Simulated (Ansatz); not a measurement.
Cohesive energy of some cubic elemental solids other than molecular ones

Method: r²SCAN0 (PAW; Ansatz, a program for electronic structure). References are measured values corrected to a static lattice.

Values in eV/atom.

| solid | reference | r²SCAN0 | error (eV/atom) |
|---|---|---|---|
| diamond | 7.55 | 7.40 | -0.15 |
| bcc Cs | 0.81 | 0.64 | -0.17 |
| diamond-structure Si | 4.68 | 4.59 | -0.09 |
| fcc Ca | 1.86 | 1.90 | +0.04 |
| fcc Sr | 1.73 | 1.64 | -0.09 |
| bcc Na | 1.12 | 1.04 | -0.08 |

Over these 6 solids the mean error is -0.09 eV/atom, the mean absolute error 0.10 eV/atom (median 0.09 eV/atom), and the worst case bcc Cs at -0.17 eV/atom; the value is too low in 5 of 6 cases.

All these references are brought to a static lattice.

Spin–orbit coupling is left out, also for the solids with elements from indium on (bcc Cs); its size isn't shown.

Exact exchange on metals is sensitive to the k mesh.

Differences are worked out from the printed values.

Free atoms are spin-polarised, in the lowest state found; at levels without +SOC their spin–orbit coupling is left out. Each level is taken at its own relaxed cell. Ansatz's density-functional and Hartree–Fock values are scalar-relativistic unless marked +SOC, with PAW data made under PBE.

Not in this set, of the elemental solids other than molecular ones with a reference value in our tables and a result at some level: 31 for no value at r²SCAN0 (not run, a failed fit, an unstable or unbound cell, or a value held back for tests); 9 for a doubt noted on the run at r²SCAN0; 1 for a run that failed a test (r²SCAN0); 1 for the spin–orbit terms of free Br, In, Sn, Te, I and atoms past barium, a cut that leaves lighter open-shell atoms' terms in the errors; 1 for sources at odds. These can be a level's best or worst cases. Solids without a released value at any level aren't counted. Layered and molecular crystals are counted apart. The metals Ce to Yb are counted apart.

References as tabulated in Mejia-Rodriguez and Trickey (2018), arXiv:1807.09216; Csonka et al. (2009), arXiv:0903.4037; Jana et al. (2018), arXiv:1807.00350.
